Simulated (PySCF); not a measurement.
Structure elucidation problem

The spectra below were simulated for a compound CH3BO.

1H NMR (300 MHz, computed): δ 0.45 (s, 3H).

13C{1H} NMR (computed): δ -15.3 (CH3).

PySCF calculation with NMR shieldings at PBE0/pcSseg-1/GIAO, J couplings at B3LYP/pcJ-1 and structure optimised with PBE0-D3(BJ)/def2-SVP; no solvent, non-relativistic, one conformer, equivalent nuclei averaged.

Scale: 1H (σ = 31.27 ppm), 13C (σ = 184.41 ppm) vs TMS (reference shieldings calculated alike).

Question: Deduce the structure.

Answer: 
1. Carbon types of the structure: 1 × CH3, which accounts for all hydrogens.
2. δC -15.3: methyl carbon bonded to B.
3. δH 0.45: hydrogen on a methyl carbon bonded to B.

The compound is SMILES CB=O.

A carbon bonded to boron is broadened by the quadrupolar boron nucleus and is often missing from a measured spectrum. Shifts are as computed. Against solution values, carbons near 30 ppm lie about +2 ppm off and those near 130 ppm about +5 ppm. Of 1211 compounds with measured shifts, 218 miss one by over three times the rms of a fit or turn the order of signals round; such compounds aren't used in these exercises.
